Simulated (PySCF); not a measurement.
Compound: cyclobutanol, C4H8O.
Atom-mapped SMILES: `[OH:1][CH:2]1[CH2:3][CH2:4][CH2:5]1`

Cartesian coordinates in Å at the PBE0-D3(BJ)/def2-TZVP level; atoms count from 1:
```
atom  x, y, z in Å
O1     1.6667   -1.1781    0.3242
C2     0.5880   -0.3058    0.5284
C3     0.3954    0.9006   -0.4103
C4    -1.1145    0.5916   -0.3869
C5    -0.7646   -0.8410    0.0614
H6     2.4603   -0.7808    0.6913
H7     0.5331    0.0140    1.5778
H8     0.8296    0.6748   -1.3868
H9     0.7352    1.8830   -0.0777
H10   -1.6706    0.7095   -1.3165
H11   -1.6282    1.1482    0.3992
H12   -1.4033   -1.3416    0.7897
H13   -0.6139   -1.4961   -0.7994
```

NICS = −σ at a ghost point: NICS(0) at the centroid of the ring atoms, NICS(1) 1 Å to either side along the normal of their mean plane, zz for the tensor component along that normal. Level: GIAO B97-2/pcSseg-2 (PySCF, non-relativistic, gas phase) on the PBE0-D3(BJ)/def2-TZVP geometry, one conformer.

Ring bond lengths (Å): C2–C3 1.541, C3–C4 1.541, C4–C5 1.541, C5–C2 1.528.

Question: What do the NICS probes read (ppm)?

Answer: 
| ring | type | NICS(0) | NICS(1), two faces | NICS(1)zz, two faces | rms pucker (Å) | centre to ring atoms, mean (Å) |
| --- | --- | --- | --- | --- | --- | --- |
| C2–C3–C4–C5 | 4-membered carbocycle; formal bonds all single | -4.7 | -3.4 / -1.9 | -1.0 / 3.0 | 0.14 | 1.08 |

Question: What can be read from them?

Answer: 
- C2–C3–C4–C5: mean NICS(1)zz 1.0 ppm, near zero. C2, C3, C4, C5 have four or more neighbours; no verdict on aromaticity is drawn. The two faces differ by 4.0 ppm, so no symmetry operation interchanges them.

Question: How do the values depend on the level or the medium?

Answer: 
| level | NICS(0), C2–C3–C4–C5 | mean NICS(1)zz, C2–C3–C4–C5 |
| --- | --- | --- |
| B97-2/pcSseg-2, gas | -4.7 | 1.0 |
| KT3/pcSseg-2, gas | -4.4 | 1.2 |
| PBE0/pcSseg-2, gas | -4.8 | 1.0 |
| wB97X-D/pcSseg-2, gas | -4.8 | 0.9 |
| WP04/pcSseg-2, IEF-PCM chloroform | -4.9 | 0.7 |
| wB97X-D/pcSseg-2, IEF-PCM chloroform | -4.8 | 0.9 |

The geometry is the same throughout; the continuum's cavity takes Bondi-type radii × 1.2.

On one thread, Arm Neoverse N1 (aarch64), no GPU, shared host with 64 logical CPUs at a one-minute load of 55, this took 56 s wall and 1.1 GiB of memory at its peak. This is the whole shielding run at B97-2/pcSseg-2, SCF included.
